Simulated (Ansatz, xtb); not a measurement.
# Relative energy of two isomers of C2H4Si

Structure a is `C1=C[SiH2]1`, a singlet and structure b is `C#C[SiH3]`, a singlet. Both are isolated molecules in the gas phase, relaxed with BLYP-D3(BJ)/def2-SVP.

**Question.** Estimate E(b) − E(a) at the level CCSD(T)/def2-TZVPP.

**Answer.** Calculated at CCSD(T)/def2-TZVPP: E(b) − E(a) = −9.2 kcal/mol, so structure b lies lower.

How the difference moves with the method:

```tsv
level	geometry	E(b) − E(a) (kcal/mol)	departure from the last row (kcal/mol)	job, with rough time for the two
GFN2-xTB	GFN2-xTB	−24.4	−15.1	optimisation, 0.13 s
HF/STO-3G	GFN2-xTB	−32.1	−22.8	single point, 0.2 s
r2SCAN-D4/def2-SVP	GFN2-xTB	−2.8	+6.5	single point, 2.7 s
BLYP-D3(BJ)/def2-SVP	BLYP-D3(BJ)/def2-SVP	−7.9	+1.4	optimisation, 11 s
HF/def2-TZVPP	BLYP-D3(BJ)/def2-SVP	−13.4	−4.1	part of the CCSD(T) run
MP2/def2-TZVPP	BLYP-D3(BJ)/def2-SVP	−9.9	−0.7	part of the CCSD(T) run
CCSD(T)/def2-TZVPP	BLYP-D3(BJ)/def2-SVP	−9.2		single point, 34 s
```

As drawn, b has 1 C≡C, 1 Si–H in place of 1 C=C, 1 C–Si, 1 C–H. Structure a has a 3-membered ring, b no ring.

The levels shown agree on the order. The largest departure from CCSD(T)/def2-TZVPP is that of HF/STO-3G, 22.8 kcal/mol.

With harmonic frequencies from BLYP-D3(BJ)/def2-SVP (ideal gas, rigid rotor, one conformer each, 298.15 K, 1 atm): on the last row, ΔE + ΔZPE = −11.0, ΔH = −10.5, ΔG = −11.2 kcal/mol.

The correlated steps freeze 7 core orbitals. Codes used: Ansatz 0.2.0, xtb 6.7.1; the last row on 1 thread of Arm Neoverse V1 on a shared host.
